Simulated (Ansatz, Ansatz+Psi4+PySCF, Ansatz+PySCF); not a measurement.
```xyz
8

C    -1.4103    0.4444    0.0215
S     0.1307   -0.6234   -0.0196
C     1.3754    0.5676    0.0412
H    -2.2662   -0.2286   -0.0243
H    -1.4470    1.0190    0.9469
H    -1.4331    1.1132   -0.8399
H     1.1837    1.5824   -0.2801
H     2.3885    0.2026    0.1263
```

Basis set: cc-pVTZ on H, C; cc-pV(T+d)Z on S (spherical functions). Correlated methods keep 7 orbitals frozen. Correlation on ROHF uses semicanonical orbitals with singles. Charge 0, multiplicity 2.

Computed with Ansatz (development build ahead of 0.2.0); each method stands on the lowest determinant of its kind that the runs found.

(1) Give the atomization energy at this shape (free ground-state atoms in the same class of orbitals less the molecule, no zero-point energy) of doublet C2H5S by ROHF-MP2, ROHF, UHF.

## Answers

(1)

```tsv
method	atomization energy
ROHF-MP2	2725.4 kJ/mol
ROHF	2086.0 kJ/mol
UHF	2061.5 kJ/mol
```
